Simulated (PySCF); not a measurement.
Rows and methods have been separated. Pair them.

Compound: C3H3NS.
SMILES with atom numbers: `[CH2:1]=[CH:2][S:3][C:4]#[N:5]` (hydrogens: H6, H7 on C1; H8 on C2)

The closed-shell ground state was solved 5 times with PySCF (density fitting, gas phase), always in the pcSseg-2 basis (229 functions), with these functionals: B97-2, BHandHLYP, CAM-B3LYP, LC-wPBE and wB97X-D. The structure is a single PBE0-D3(BJ)/def2-SVP conformer in the gas phase; no vibrational or solvent corrections.

| row | total energy (Eh) | HOMO (eV) | LUMO (eV) | dipole (D) |
| --- | --- | --- | --- | --- |
| P | -569.0269 | -9.17 | 0.83 | 3.99 |
| Q | -568.8509 | -9.97 | 1.36 | 4.02 |
| R | -569.0582 | -7.17 | -1.06 | 3.96 |
| S | -568.9830 | -8.34 | 0.10 | 4.09 |
| T | -569.0181 | -8.65 | 0.14 | 4.02 |

**Question.** Which functional belongs to which row?

**Answer.** P = wB97X-D, Q = LC-wPBE, R = B97-2, S = BHandHLYP, T = CAM-B3LYP. By rising HOMO–LUMO gap: B97-2 (global hybrid, 21 % exact exchange) 6.11 eV; BHandHLYP (global hybrid, 50 % exact exchange) 8.44 eV; CAM-B3LYP (range-separated hybrid) 8.79 eV; wB97X-D (range-separated hybrid) 10.00 eV; LC-wPBE (range-separated hybrid) 11.33 eV. Total energies of different functionals aren't bounds to one another; each is stationary for its own functional.

Shape of the structure used: `[CH2:1]=[CH:2][S:3][C:4]#[N:5]`: C1–C2–S3–C4 -176°.

Note: wB97X-D ran without an empirical dispersion term, which enters the total energy and its gradient alone.
